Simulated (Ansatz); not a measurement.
**Si₂+ (quartet): wave-function methods side by side, 6-31G**

Aim: climb from Hartree-Fock through coupled cluster and multireference methods for Si₂+ (quartet) at one geometry and basis, and see what each rung misses.

The runs use Ansatz 0.2.0, Gaussian basis; 6-31G, core rule «outside noble gas», up to 10 orbitals frozen.

Plan: UHF; CCSD(T) on ROHF; CCSD(T) on UHF; BCCD(T) on ROHF; CISD; CCSDT(Q) on ROHF; CCSDT(Q) on UHF; CISDTQ; CCSDTQ on ROHF; CCSDTQ on UHF; CASSCF and MRCISD+Q, 7 electrons in 8 orbitals; CASSCF and NEVPT2, 7 electrons in 8 orbitals; Full CI.

11 further runs of the same task are left out: 4 that didn't finish, 7 set aside as unsound or not needed.

## Step 1: The system

The geometry is a PBE0/def2-TZVP stationary point (not a proven minimum) of the parent state, kept for this charge and spin.

2 atoms, charge 1, spin multiplicity 4.

Atoms are counted from 1 here; the program's logs count them from 0.

Bond lengths: Si1–Si2 2.255 Å.

## Step 2: UHF

Contents of in.yaml:

```yaml
crystal:
  periodic: [false, false, false]
  atoms:
    - {symbol: Si, position_ang: [0.000000, 0.000000, 0.000000]}
    - {symbol: Si, position_ang: [0.000000, 0.000000, 2.254714]}
basis:
  gaussian: {orbitals: 6-31G}
total_charge: 1
magnetization: {spin_polarized: true, initial_magnetization: 3}
hamiltonian: {xc: hf}
output: {orbitals: {seedname: orbitals}}
```

Command:

```bash
> ansatz run in.yaml --threads 1 --pin off --events-out ev --progress --plain --max-ram 2393MiB
```

Further steps of the session: CCSD(T) on ROHF; CCSD(T) on UHF; BCCD(T) on ROHF; CISD; CCSDT(Q) on ROHF; CCSDT(Q) on UHF; CISDTQ; CCSDTQ on ROHF; CCSDTQ on UHF; CASSCF and MRCISD+Q, 7 electrons in 8 orbitals; CASSCF and NEVPT2, 7 electrons in 8 orbitals; Full CI.

**Question.** What will the summary of the whole plan be? Wanted: FCI below the RHF energy; RMP2 from FCI; UMP2 from FCI; RCCSD from FCI; RCCSD(T) from FCI; UCCSD(T) from FCI; RCCSDT(Q) from FCI; UCCSDT(Q) from FCI; NEVPT2 valence from FCI.

As calculated:

| quantity | value |
| --- | --- |
| FCI below the RHF energy | -2.6479 eV |
| RMP2 from FCI | +638.3 meV |
| UMP2 from FCI | +743.1 meV |
| RCCSD from FCI | +138.8 meV |
| RCCSD(T) from FCI | +49.9 meV |
| UCCSD(T) from FCI | +45.6 meV |
| RCCSDT(Q) from FCI | +5.3 meV |
| UCCSDT(Q) from FCI | +5.6 meV |
| NEVPT2 valence from FCI | +145.7 meV |
| MRCISD+Q valence from FCI | +0.6 meV |
| levels within 1 kcal/mol (43 meV) | RCCSDT, UCCSDT, CISDTQ, RCCSDT(Q), UCCSDT(Q), RCCSDTQ, UCCSDTQ, MRCISD valence, MRCISD+Q valence |
| T1 diagnostic | 0.020 |
| effectively unpaired electrons | 3.08 |

RCCSD(T) misses by +49.9 meV, 1.9 % of the correlation energy. One determinant dominates. Of the multireference levels listed MRCISD+Q valence comes nearest in total energy (+0.6 meV), which doesn't show that its space is the better one. These misses are within one basis, not against nature; the frozen cores of restricted and unrestricted runs differ, which can shift their rows.
